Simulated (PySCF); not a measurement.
# C3H9N (Methylaminoethane): the cost of one run

Programs: PySCF 2.14.0, with density-fitted response routines of our own. Each step states its level of theory. These are calculated values for one molecule in the gas phase, unless marked as measured. Atoms are numbered from 0 throughout.

**1. The molecule as given**

13 atoms, charge 0, multiplicity 1; geometry from: MMFF94s.

Bonds of the start (Å): C0–C1 1.52, C1–N2 1.46, N2–C3 1.46, C0–H4 1.10, C0–H5 1.09, C0–H6 1.10, C1–H7 1.10, C1–H8 1.10, N2–H9 1.02, C3–H10 1.09, C3–H11 1.09, C3–H12 1.09.

**2. Relaxing the molecule at PBE0-D3(BJ)/def2-SVP**

What the job is given:

```
{"job": {"xc": "PBE0", "basis": "def2-SVP", "d3": "d3bj", "grid": 1, "kind": "geom"}, "charge": 0, "multiplicity": 1}
C     -1.843078    -0.012545     0.239153
C     -0.446085    -0.435941    -0.188339
N      0.508351     0.629732     0.111915
C      1.859703     0.245201    -0.272076
H     -2.159430     0.895833    -0.284727
H     -2.563857    -0.803365     0.007599
H     -1.888026     0.179024     1.316629
H     -0.173587    -1.357321     0.339273
H     -0.452361    -0.647305    -1.263691
H      0.487250     0.835710     1.110385
H      2.549830     1.063734    -0.045271
H      1.925045     0.048008    -1.346999
H      2.196246    -0.640766     0.276151
```

Run with:

```sh
$ OMP_NUM_THREADS=1 python probes_run.py task.json out
```

The driver reads the jobs from task.json and runs them one after another.

Q: Estimate the wall time and peak memory of this first job on 1 thread of Arm Neoverse V1, shared host.

About 23 s, with a peak of 0.4 GiB.
